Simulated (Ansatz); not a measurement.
**SiN+ (triplet): the correlation ladder, def2-TZVPP**

The task here is to estimate one member of a computed series from the others.

Computed with Ansatz 0.2.0, Gaussian basis. Level: def2-TZVPP, core rule «outside noble gas», up to 6 orbitals frozen.

To be run: UHF; ROHF; CCSD(T) on UHF.

2 further runs of the same task are left out: 2 set aside as unsound or not needed.

### The system

The geometry is a PBE0/def2-TZVP stationary point (not a proven minimum).

2 atoms, charge 1, spin multiplicity 3.

Atoms are counted from 1 here; the program's logs count them from 0.

Bond lengths: Si1–N2 1.785 Å.

Coordinates:

```xyz
2

Si    0.0000    0.0000    0.0000
N     0.0000    0.0000    1.7854
```

Set-up of the first run:

File in.yaml:

```yaml
crystal:
  periodic: [false, false, false]
  atoms:
    - {symbol: Si, position_ang: [0.000000, 0.000000, 0.000000]}
    - {symbol: N, position_ang: [0.000000, 0.000000, 1.785400]}
basis:
  gaussian: {orbitals: def2-TZVPP}
total_charge: 1
magnetization: {spin_polarized: true, initial_magnetization: 2}
hamiltonian: {xc: hf}
output: {orbitals: {seedname: orbitals}}
```

Command:

```sh
$ ansatz run in.yaml --threads 1 --pin off --events-out ev --progress --plain --max-ram 4096MiB --backend cpu
```

Steps of the session up to this table: UHF; ROHF; CCSD(T) on UHF.

One of the session's tables, all rows but one given; the rest of the session is left out.

```
  method  from UCCSD(T) (kJ/mol)
    ROHF                  +606.9
     UHF                       ?
    UMP2                  +104.2
   UCCSD                   +21.1
UCCSD(T)                       0
```

Estimate the missing values for UHF.

As computed: from UCCSD(T) (kJ/mol): +592.0. In the column «from UCCSD(T) (kJ/mol)» it lies between UMP2 (+104.2) and ROHF (+606.9).
